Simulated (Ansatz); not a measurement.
# How far each method lies from UCCSDT(Q) for HO–B–P, quartet

Geometry: that of the HO–B–P, doublet, kept fixed. The doublet lies 3.7 eV lower here.

```xyz
4

O     0.0000   -0.2535    0.9679
B     0.0000   -0.1797   -0.3427
P     0.0000   -0.1445   -2.0788
H     0.0000    0.5778    1.4535
```

Basis cc-pVDZ; Ansatz 0.2.0. Correlated methods freeze the noble-gas cores, which leaves 15 electrons in 44 orbitals. R marks a restricted (for open shells ROHF) determinant, U an unrestricted one.

Full CI isn't at hand for all of this; UCCSDT(Q) serves as the reference, and is uncertain by about the last step of the cluster series. The frozen core follows each run's orbitals, which can shift R against U totals by a few meV.

For open shells CISD is restricted-active-space CI with the open shells as a complete middle space.

```
UHF ⟨S²⟩                          : 3.785
T1 diagnostic (RCCSD)             : 0.0230
largest doubles amplitude (RCCSD) : 0.035
T1 diagnostic (UCCSD)             : 0.0213
```

| level | E − E(UCCSDT(Q)) (mEh) | share of correlation (%) | wall time |
| --- | --- | --- | --- |
| RHF | 370.18 | 0.00 | – |
| UHF | 361.63 | 2.31 | – |
| RMP2 | 41.14 | 88.89 | – |
| UMP2 | 42.96 | 88.40 | – |
| CISD | 45.77 | 87.64 | 29 s |
| RCCSD | 11.70 | 96.84 | – |
| UCCSD | 11.55 | 96.88 | – |
| RCCSD(T) | 2.03 | 99.45 | 14 s |
| UCCSD(T) | 2.03 | 99.45 | 14 s |
| BCCD(T) | 1.96 | 99.47 | 8.5 s |
| RCCSDT | 0.92 | 99.75 | – |
| UCCSDT | 0.89 | 99.76 | – |
| RCCSDT(Q) | 0.11 | 99.97 | 3.7 min |

The correlation energy at UCCSDT(Q), counted from RHF, is -10.073 eV. That run took 3.4 min on 1 thread of Arm Neoverse V1, shared host.

Times hold each run's SCF and search for its determinant on a shared host, so for small cases they say little of a method's own cost; they ran on 1 thread of Arm Neoverse V1. Some runs computed forces too.
